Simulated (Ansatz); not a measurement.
Mulliken charges of AlH$_{5}$SSi (`[SiH3][AlH][SH]`) from ωB97M-V/def2-TZVPP in Ansatz (PBE0-D4/def2-TZVP geometry).

```csv
atom,x (Å),y (Å),z (Å),charge (e)
Si1,-0.986,1.185,-0.128,-0.080
Al2,0.861,-0.419,-0.063,0.385
S3,0.375,-2.449,0.582,-0.261
H4,-2.261,0.584,0.353,-0.017
H5,-1.207,1.679,-1.517,-0.022
H6,-0.689,2.374,0.721,-0.022
H7,2.366,-0.109,-0.450,-0.107
H8,1.633,-2.902,0.447,0.124
```

Q: By hand: the dipole of these point charges (1 e Å = 4.8032 D).

A: Σ q r = (0.342, -0.064, -0.051) e Å, of length 0.352 e Å = 1.69 D.

Q: How does the dipole of the full density compare? (Estimate.)

A: Computed: (0.189, 0.048, -0.050) e Å, 0.97 D; the point charges give 1.74 times that, at 25° from its direction.

Point charges leave out the atoms' own dipoles, such as those of lone pairs, and Mulliken's split depends on the basis, so the two needn't agree.
